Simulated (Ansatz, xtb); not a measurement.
**Ligand exchange: SiH2(CH3)Cl + C2H2F2 → SiH3(CH3) + C2HClF2**

Species: SiH2(CH3)Cl ((chlorosilyl)methane), singlet; C2H2F2 (vinylidene fluoride) `C=C(F)F`, singlet; SiH3(CH3) (methylsilane), singlet; C2HClF2 `FC(F)=CCl`, singlet. The partners trade Cl for H: Si–Cl and C–H bonds give way to Si–H and C–Cl.

Shapes, held fixed at every level: PBE0-D4/def2-TZVP. Programs: Ansatz 0.2.0, xtb 6.7.1. The zero-point and thermal change to 298 K, harmonic and unscaled (PBE0-D4/def2-TZVP), is -7.4 kJ/mol.

```csv
level,kind,ΔH(298 K) (kJ/mol),less CCSD(T)/CBS estimate
GFN0-xTB,semi-empirical,+82.2,-96.8
SPW92/def2-TZVPP,LDA,+160.8,-18.2
r2SCAN-D4/def2-TZVPP,meta-GGA,+176.1,-2.9
B3LYP-D4/def2-TZVPP,global hybrid,+172.8,-6.2
PBE0-D4/def2-TZVPP,global hybrid,+172.0,-7.0
wB97X-V/def2-TZVPP,range-separated hybrid,+173.6,-5.4
B2PLYP/def2-TZVPP,double hybrid,+176.1,-2.9
CCSD/def2-SVP,coupled cluster or CI,+167.0,-12.0
CCSD(T)/CBS estimate,coupled cluster or CI,+179.0,0.0
```

The highest level, CCSD(T)/CBS estimate, gives ΔH(298 K) = +179.0 kJ/mol; the levels span +82.2 to +179.0. GFN0-xTB strays far from the other rows. The column of differences is taken from that level and isn't an error. No measured value is set beside it here. The CBS estimate extrapolates MP2 from def2-TZVPP and def2-QZVPP and adds CCSD(T) − MP2 in the triple-zeta set, cores frozen.
